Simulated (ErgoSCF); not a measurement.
# A workflow on AlH3 (SMILES [H][Al]([H])[H])

Aim: the response to a field (PBE/def2-SVP), then the polarisability (PBE/def2-SVPD), then the response to a field (PBE/def2-TZVP), then the polarisability (PBE/def2-TZVPD), then the response to a field (PBE/def2-TZVPPD) of AlH3. 

The calculation is run with ErgoSCF 3.8.

3 further runs of the same task are left out: 3 set aside as unsound or not needed. Runs told in other sessions of the task aren't counted.

## Step 1: Starting point

The species is AlH3 (4 atoms), meant as a singlet with charge 0. As SMILES, `[H][Al]([H])[H]`. Geometry: a GFN2-xTB relaxation, a rough one for these elements and not checked as a minimum.

Bond lengths: Al1–H2 1.553 Å, Al1–H3 1.553 Å, Al1–H4 1.553 Å. Angles: H2–Al1–H3 120.0°, H2–Al1–H4 120.0°, H3–Al1–H4 120.0°.

## Step 2: The response to a field at PBE/def2-SVP (run 1)

File job.ego:

```
set_nthreads("env")
molecule_inline
Al -0.00001890 -0.00003779 0.00003779
H  2.93408327 -0.05767444 0.02760890
H  -1.41693555 2.56972517 -0.03613156
H  -1.51712882 -2.51201294 0.00846597
EOF
charge = 0
XC.sparse_mode = 0
scf.max_number_of_iterations = 70
scf.convergence_threshold = 1e-06
tmpdir = "."
spin_polarization = 0
lr.convergence_threshold = 0.0001
basis = "def2-SVP"
scf.use_diagonalization = 1
scf.output_mulliken_pop = 1
lr.max_iterations = 30
get_polarisability "PBE" all 0.0
```

The basis set def2-SVP is read from a file made from the Basis Set Exchange's data (not shown).

Run with:

```console
ergo job.ego
```

The log of the run:

```text
[...]
INDF Weighted mixed functional:
[...]
INSC Energy   1 =        -97.95143097431
[...]
INDE E_LUMO =         -0.09142237705
[...]
INSC Energy  10 =       -243.96020075921  ( diff     -0.000000000033026 )
[...]
RESC CONVERGED after  10 iterations.
RESC FINAL ENERGY:       -243.96020075921
[...]
INSC SCF: dipole_moment_x [atomic units] =      -0.00002835
INSC SCF: dipole_moment_y [atomic units] =      -0.00005829
INSC SCF: dipole_moment_z [atomic units] =       0.00005453
[...]
```

Standard output:

```text
Inline main molecule with 4 atoms.
Step  1: ssize:   2 |r|=      1.70854 shift=  0.000000
Step  2: ssize:   4 |r|=     0.267882 shift=  0.000000
Step  3: ssize:   6 |r|=    0.0228967 shift=  0.000000
Step  4: ssize:   8 |r|=   0.00211582 shift=  0.000000
Step  5: ssize:  10 |r|=  0.000138666 shift=  0.000000
Response << X | X >> at freq     0.000000000:    -30.46077064
Response << Y | X >> at freq     0.000000000: -0.0004924428486
Response << Z | X >> at freq     0.000000000:   -0.1144184198
Step  1: ssize:   2 |r|=      1.70843 shift=  0.000000
Step  2: ssize:   4 |r|=     0.267866 shift=  0.000000
Step  3: ssize:   6 |r|=    0.0228982 shift=  0.000000
Step  4: ssize:   8 |r|=    0.0021144 shift=  0.000000
Step  5: ssize:  10 |r|=  0.000134802 shift=  0.000000
Response << X | Y >> at freq     0.000000000: -0.0004924505161
Response << Y | Y >> at freq     0.000000000:    -30.45938547
Response << Z | Y >> at freq     0.000000000:    0.1109179832
Step  1: ssize:   2 |r|=     0.788077 shift=  0.000000
Step  2: ssize:   4 |r|=    0.0138247 shift=  0.000000
Step  3: ssize:   6 |r|=   0.00405771 shift=  0.000000
Step  4: ssize:   8 |r|=  0.000222935 shift=  0.000000
Response << X | Z >> at freq     0.000000000:   -0.1144184937
Response << Y | Z >> at freq     0.000000000:    0.1109181833
Response << Z | Z >> at freq     0.000000000:    -18.07913423
```

Wall time 2.8 s (1 thread of Arm Neoverse V2, shared host); peak memory 0.26 GiB.

## Step 3: The polarisability at PBE/def2-SVPD (run 2)

job.ego: that of step 2 with these lines changed.

```diff
@@ -14,3 +14,3 @@
 lr.convergence_threshold = 0.0001
-basis = "def2-SVP"
+basis = "def2-SVPD"
 scf.use_diagonalization = 1
```

The basis set def2-SVPD is read from a file made from the Basis Set Exchange's data (not shown).

Run with:

```console
ergo job.ego
```

The log of the run:

```text
[...]
INDF Weighted mixed functional:
[...]
INSC Energy   1 =        -78.14692424342
[...]
INDE E_LUMO =         -0.09189319465
[...]
INSC Energy  10 =       -243.96248829534  ( diff     -0.000000000016541 )
[...]
RESC CONVERGED after  10 iterations.
RESC FINAL ENERGY:       -243.96248829534
[...]
INSC SCF: dipole_moment_x [atomic units] =      -0.00004084
INSC SCF: dipole_moment_y [atomic units] =      -0.00005897
INSC SCF: dipole_moment_z [atomic units] =       0.00005064
[...]
```

Standard output:

```text
Inline main molecule with 4 atoms.
Step  1: ssize:   2 |r|=      1.77512 shift=  0.000000
Step  2: ssize:   4 |r|=     0.323335 shift=  0.000000
Step  3: ssize:   6 |r|=     0.031912 shift=  0.000000
Step  4: ssize:   8 |r|=   0.00296556 shift=  0.000000
Step  5: ssize:  10 |r|=  0.000190227 shift=  0.000000
Response << X | X >> at freq     0.000000000:    -34.78343154
Response << Y | X >> at freq     0.000000000: -0.0001065852492
Response << Z | X >> at freq     0.000000000:  -0.05975581426
Step  1: ssize:   2 |r|=      1.77501 shift=  0.000000
Step  2: ssize:   4 |r|=     0.323303 shift=  0.000000
Step  3: ssize:   6 |r|=    0.0319135 shift=  0.000000
Step  4: ssize:   8 |r|=   0.00296415 shift=  0.000000
Step  5: ssize:  10 |r|=  0.000185167 shift=  0.000000
Response << X | Y >> at freq     0.000000000: -0.0001065936016
Response << Y | Y >> at freq     0.000000000:    -34.78161216
Response << Z | Y >> at freq     0.000000000:   0.05792813492
Step  1: ssize:   2 |r|=      1.40306 shift=  0.000000
Step  2: ssize:   4 |r|=    0.0370395 shift=  0.000000
Step  3: ssize:   6 |r|=    0.0037324 shift=  0.000000
Step  4: ssize:   8 |r|=  0.000410452 shift=  0.000000
Response << X | Z >> at freq     0.000000000:  -0.05983207235
Response << Y | Z >> at freq     0.000000000:   0.05800297828
Response << Z | Z >> at freq     0.000000000:    -28.31505759
```

Run time: 5.1 s. Hardware: 1 thread of Arm Neoverse V2, shared host; peak memory 0.26 GiB.

## Step 4: The polarisability at PBE/def2-TZVP (run 3)

job.ego: that of step 3 with these lines changed.

```diff
@@ -14,3 +14,3 @@
 lr.convergence_threshold = 0.0001
-basis = "def2-SVPD"
+basis = "def2-TZVP"
 scf.use_diagonalization = 1
```

The basis set def2-TZVP is read from a file made from the Basis Set Exchange's data (not shown).

Run with:

```console
ergo job.ego
```

The log of the run:

```text
[...]
INDF Weighted mixed functional:
[...]
INSC Energy   1 =        -87.75063888895
[...]
INDE E_LUMO =         -0.09178869555
[...]
INSC Energy  10 =       -244.04914910951  ( diff     -0.000000000043258 )
[...]
RESC CONVERGED after  10 iterations.
RESC FINAL ENERGY:       -244.04914910951
[...]
INSC SCF: dipole_moment_x [atomic units] =      -0.00003518
INSC SCF: dipole_moment_y [atomic units] =      -0.00005488
INSC SCF: dipole_moment_z [atomic units] =       0.00005222
[...]
```

Standard output:

```text
Inline main molecule with 4 atoms.
Step  1: ssize:   2 |r|=      1.78711 shift=  0.000000
Step  2: ssize:   4 |r|=     0.328647 shift=  0.000000
Step  3: ssize:   6 |r|=    0.0359212 shift=  0.000000
Step  4: ssize:   8 |r|=   0.00450208 shift=  0.000000
Step  5: ssize:  10 |r|=  0.000218645 shift=  0.000000
Response << X | X >> at freq     0.000000000:    -32.14776507
Response << Y | X >> at freq     0.000000000: 6.566164137e-05
Response << Z | X >> at freq     0.000000000:  -0.06198287998
Step  1: ssize:   2 |r|=        1.787 shift=  0.000000
Step  2: ssize:   4 |r|=     0.328635 shift=  0.000000
Step  3: ssize:   6 |r|=    0.0359235 shift=  0.000000
Step  4: ssize:   8 |r|=   0.00450147 shift=  0.000000
Step  5: ssize:  10 |r|=  0.000214902 shift=  0.000000
Response << X | Y >> at freq     0.000000000:  6.56429914e-05
Response << Y | Y >> at freq     0.000000000:    -32.14663097
Response << Z | Y >> at freq     0.000000000:   0.06008409695
Step  1: ssize:   2 |r|=      1.57279 shift=  0.000000
Step  2: ssize:   4 |r|=    0.0977004 shift=  0.000000
Step  3: ssize:   6 |r|=   0.00376778 shift=  0.000000
Step  4: ssize:   8 |r|=  0.000973905 shift=  0.000000
Response << X | Z >> at freq     0.000000000:  -0.06209890153
Response << Y | Z >> at freq     0.000000000:   0.06019857915
Response << Z | Z >> at freq     0.000000000:    -25.43648081
```

Run time: 8.4 s. Hardware: 1 thread of Arm Neoverse V2, shared host.

Run 4 isn't shown in full; the table further down has it.

## Step 5: The polarisability at PBE/def2-TZVPPD (run 5)

job.ego: that of step 4 with these lines changed.

```diff
@@ -14,3 +14,3 @@
 lr.convergence_threshold = 0.0001
-basis = "def2-TZVP"
+basis = "def2-TZVPPD"
 scf.use_diagonalization = 1
```

The basis set def2-TZVPPD is read from a file made from the Basis Set Exchange's data (not shown).

Run with:

```console
ergo job.ego
```

The log of the run:

```text
[...]
INDF Weighted mixed functional:
[...]
INSC Energy   1 =        -55.90144703496
[...]
INDE E_LUMO =         -0.09219361989
[...]
INSC Energy   9 =       -244.04989556198  ( diff     -0.000000000016485 )
[...]
RESC CONVERGED after   9 iterations.
RESC FINAL ENERGY:       -244.04989556198
[...]
INSC SCF: dipole_moment_x [atomic units] =      -0.00003508
INSC SCF: dipole_moment_y [atomic units] =      -0.00005290
INSC SCF: dipole_moment_z [atomic units] =       0.00005238
[...]
```

Standard output:

```text
Inline main molecule with 4 atoms.
Step  1: ssize:   2 |r|=      1.90506 shift=  0.000000
Step  2: ssize:   4 |r|=     0.414273 shift=  0.000000
Step  3: ssize:   6 |r|=    0.0359608 shift=  0.000000
Step  4: ssize:   8 |r|=    0.0080147 shift=  0.000000
Step  5: ssize:  10 |r|=  0.000607306 shift=  0.000000
Response << X | X >> at freq     0.000000000:    -35.51358672
Response << Y | X >> at freq     0.000000000: -6.379199953e-05
Response << Z | X >> at freq     0.000000000:   -0.0661561404
Step  1: ssize:   2 |r|=      1.90495 shift=  0.000000
Step  2: ssize:   4 |r|=     0.414262 shift=  0.000000
Step  3: ssize:   6 |r|=    0.0359618 shift=  0.000000
Step  4: ssize:   8 |r|=   0.00801439 shift=  0.000000
Step  5: ssize:  10 |r|=  0.000606803 shift=  0.000000
Response << X | Y >> at freq     0.000000000: -6.382581333e-05
Response << Y | Y >> at freq     0.000000000:    -35.51193202
Response << Z | Y >> at freq     0.000000000:   0.06412393597
Step  1: ssize:   2 |r|=      2.14509 shift=  0.000000
Step  2: ssize:   4 |r|=     0.260788 shift=  0.000000
Step  3: ssize:   6 |r|=   0.00960084 shift=  0.000000
Step  4: ssize:   8 |r|=    0.0014478 shift=  0.000000
Step  5: ssize:  10 |r|=  0.000197367 shift=  0.000000
Response << X | Z >> at freq     0.000000000:  -0.06631147468
Response << Y | Z >> at freq     0.000000000:   0.06427755211
Response << Z | Z >> at freq     0.000000000:    -28.33672718
```

Wall time 32 s (1 thread of Arm Neoverse V2, shared host).

## Step 6: Overview of the runs

```csv
run,level,energy (Eh),dipole moment (D),mean polarisability (bohr³),wall time
1,PBE/def2-SVP,-243.960201,0.00,26.3,2.8 s
2,PBE/def2-SVPD,-243.962488,0.00,32.6,5.1 s
3,PBE/def2-TZVP,-244.049149,0.00,29.9,8.4 s
4,PBE/def2-TZVPD,-244.049352,0.00,33.0,14 s
5,PBE/def2-TZVPPD,-244.049896,0.00,33.1,32 s
```

Convergence of the total energy of singlet AlH3 with the basis set, against the last point:

```csv
basis set,from the last (mEh),wall time
def2-SVP,+89.695,2.8 s
def2-SVPD,+87.407,5.1 s
def2-TZVP,+0.746,8.4 s
def2-TZVPD,+0.543,14 s
def2-TZVPPD,+0.000,32 s
```

Convergence of the mean static polarisability of singlet AlH3 with the basis set, against the last point:

```csv
basis set,from the last (bohr³),wall time
def2-SVP,-6.788,2.8 s
def2-SVPD,-0.494,5.1 s
def2-TZVP,-3.210,8.4 s
def2-TZVPD,-0.085,14 s
def2-TZVPPD,+0.000,32 s
```

## Step 7: Results

| quantity | value |
| --- | --- |
| run 5, PBE/def2-TZVPPD: total energy | -244.04990 Eh |
| run 5, PBE/def2-TZVPPD: dipole moment | 0.00 D |
| run 5, PBE/def2-TZVPPD: mean static polarisability | 33.1 bohr³ |

**Reading.** For the total energy of singlet AlH3 to stay within 10 mEh of the last point, def2-TZVP is the first point of the series from which all later ones do (8.4 s against 32 s). For the total energy of singlet AlH3 to stay within 2 mEh of the last point, def2-TZVP is the first point of the series from which all later ones do (8.4 s against 32 s). For the mean static polarisability of singlet AlH3 to stay within 1 bohr³ of the last point, def2-TZVPD is the first point of the series from which all later ones do (14 s against 32 s). For the mean static polarisability of singlet AlH3 to stay within 0.1 bohr³ of the last point, def2-TZVPD is the first point of the series from which all later ones do (14 s against 32 s). Over the runs the total energy spans 2.441 eV. All runs together took 63 s, the longest 32 s.
